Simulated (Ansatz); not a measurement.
Solid iodine was calculated with PBE-D3(BJ) in Ansatz (plane waves, PAW).

Run with plane-wave cutoff 500 eV, 8×8×4 k mesh (along the axes of the cell as run), gaussian smearing 0.02 eV, scalar-relativistic PAW data made under PBE.

Cell (relaxed at this level):

I has the orthorhombic space group Cmce (No. 64), Pearson symbol oS8. Cell: a = 7.348 Å, b = 4.482 Å, c = 9.654 Å, α = 90.00°, β = 90.00°, γ = 90.00°. I on 8f is surrounded by 1 I at 2.818 Å. (Neighbours: up to the widest gap in distance over summed covalent radii, below 1.35, at either atom.)
(The calculation used a cell of 4 atoms; values per cell refer to that cell.)

Q: What does this level give for the band gap?

A: 
band gap: 0.84 eV (on the SCF k mesh)

Spin–orbit coupling is not included; with these elements it can move the gap by several tenths of an eV or more.

Computed values are for the static lattice.

Cost on a shared machine: roughly 4 core-minutes.

Ansatz is a program for electronic structure.
